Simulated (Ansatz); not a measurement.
Saddle point of SiPH7O, closed shell (SiH₄O ([OH][SiH3]) + PH₃ → SiPH₅ ([SiH3][PH2]) + H₂O; bonds formed: Si1–P7, O2–H6; bonds broken: Si1–O2, H6–P7), PBE0-D4/def2-TZVP structure:

Si1  (-0.979, 0.393, -0.244)
O2  (0.239, 1.011, 0.948)
H3  (-1.699, -0.874, 0.047)
H4  (-1.957, 1.413, 0.305)
H5  (-0.855, 0.813, -1.659)
H6  (1.034, 0.202, 0.897)
P7  (1.192, -1.040, -0.355)
H8  (-0.055, 1.457, 1.751)
H9  (1.000, -2.428, -0.249)
H10  (2.080, -0.946, -1.441)
(Å)

Energies are electronic, without zero-point energy. Barriers and step energies count from the start structure reached by relaxing down the imaginary mode; all methods use the PBE0-D4 structures, on which another method's saddle can fall below an end. Computed with Ansatz 0.2.0 (basis: def2-TZVPP, with def2-QZVPP for the basis limit); correlated methods freeze the cores. B3LYP uses VWN-RPA correlation. Extrapolation: Hartree–Fock as exp(−7.88 √X), correlation as X^−2.97.

```csv
method,barrier (kcal/mol),step energy (kcal/mol)
SPW92,37.23,10.32
PBE-D4,45.83,9.96
BLYP-D4,53.06,14.11
r2SCAN-D4,50.50,13.35
B97M-V,55.25,14.00
PBE0-D4,49.69,11.12
B3LYP-D4,55.56,14.85
r2SCAN0-D4,52.80,13.65
BHLYP-D4,?,16.55
CAM-B3LYP-D4,56.91,16.32
wB97X-V,55.98,14.44
wB97M-V,?,14.91
B2PLYP,57.35,15.59
PBE-QIDH,53.73,13.23
RPA on PBE,59.50,15.92
HF,?,19.97
MP2,56.20,15.06
CCSD,60.82,15.57
CCSD(T),57.87,14.74
```

Task: Fill in the withheld barriers. (To be estimated.)

Result: Computed: wB97M-V 55.59; HF 73.83; BHLYP-D4 60.32 kcal/mol. Each is the energy of the saddle less that of the start structure, by the same method.

For comparison, the barrier by CCSD(T) at an estimated basis limit (MP2 extrapolated from triple and quadruple zeta, plus CCSD(T) − MP2 in triple zeta) is 56.56 kcal/mol.

T1 diagnostic: at most 0.013.

Labels in which every atom is bracketed show which atoms are joined, not bond orders.

For scale, one of the runs: CCSD(T)/def2-TZVPP, 213 basis functions, launched by `ansatz run in.yaml --threads 4 --pin off --events-out ev --progress --plain --max-ram 9574MiB`. Hardware: 4 CPU threads of an AMD EPYC 7R43, shared host. Wall time 43 s; peak host memory 2.9 GiB.
